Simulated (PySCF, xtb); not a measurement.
dimethyl sulfide (C2H6S), SMILES S(C)C.

GFN2-xTB run with xtb 6.7.1 at its own geometry gives an orbital gap of 4.28 eV and a dipole moment of 2.46 D.

Geometry optimised at TPSSh-D3(BJ)/def2-TZVP.

### Question
What does PySCF with PBE/def2-TZVPD give? (The exact figures need the calculation; the answer reports its results.)

### Answer
gap 4.70 eV (levels -5.07 and -0.37 eV), dipole 1.58 D.
